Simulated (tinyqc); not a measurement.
Inside a calculation. Method: extended Hueckel theory, for CH4. One step of it, computed by the program tinyqc.

Task: Wolfsberg-Helmholz matrix. H_ij = K' S_ij (H_ii + H_jj)/2 for i != j (the diagonal keeps H_ii), with K' = 1.75.

overlap S, order 1C 2s, 1C 2px, 1C 2py, 1C 2pz, 2H 1s, 3H 1s, 4H 1s, 5H 1s:
$$\begin{pmatrix}
1.000000 & 0.000000 & 0.000000 & 0.000000 & 0.509279 & 0.509279 & 0.509279 & 0.509279 \\
0.000000 & 1.000000 & 0.000000 & 0.000000 & 0.289529 & 0.289529 & -0.289529 & -0.289529 \\
0.000000 & 0.000000 & 1.000000 & 0.000000 & 0.289529 & -0.289529 & 0.289529 & -0.289529 \\
0.000000 & 0.000000 & 0.000000 & 1.000000 & 0.289529 & -0.289529 & -0.289529 & 0.289529 \\
0.509279 & 0.289529 & 0.289529 & 0.289529 & 1.000000 & 0.160510 & 0.160510 & 0.160510 \\
0.509279 & 0.289529 & -0.289529 & -0.289529 & 0.160510 & 1.000000 & 0.160510 & 0.160510 \\
0.509279 & -0.289529 & 0.289529 & -0.289529 & 0.160510 & 0.160510 & 1.000000 & 0.160510 \\
0.509279 & -0.289529 & -0.289529 & 0.289529 & 0.160510 & 0.160510 & 0.160510 & 1.000000
\end{pmatrix}$$

diagonal H_ii (eV): 1C 2s -21.400000, 1C 2px -11.400000, 1C 2py -11.400000, 1C 2pz -11.400000, 2H 1s -13.600000, 3H 1s -13.600000, 4H 1s -13.600000, 5H 1s -13.600000

K = 1.750000

Give: H.

Result:

H (eV), order 1C 2s, 1C 2px, 1C 2py, 1C 2pz, 2H 1s, 3H 1s, 4H 1s, 5H 1s:
$$\begin{pmatrix}
-21.400 & 0.000 & 0.000 & 0.000 & -15.597 & -15.597 & -15.597 & -15.597 \\
0.000 & -11.400 & 0.000 & 0.000 & -6.333 & -6.333 & 6.333 & 6.333 \\
0.000 & 0.000 & -11.400 & 0.000 & -6.333 & 6.333 & -6.333 & 6.333 \\
0.000 & 0.000 & 0.000 & -11.400 & -6.333 & 6.333 & 6.333 & -6.333 \\
-15.597 & -6.333 & -6.333 & -6.333 & -13.600 & -3.820 & -3.820 & -3.820 \\
-15.597 & -6.333 & 6.333 & 6.333 & -3.820 & -13.600 & -3.820 & -3.820 \\
-15.597 & 6.333 & -6.333 & 6.333 & -3.820 & -3.820 & -13.600 & -3.820 \\
-15.597 & 6.333 & 6.333 & -6.333 & -3.820 & -3.820 & -3.820 & -13.600
\end{pmatrix}$$
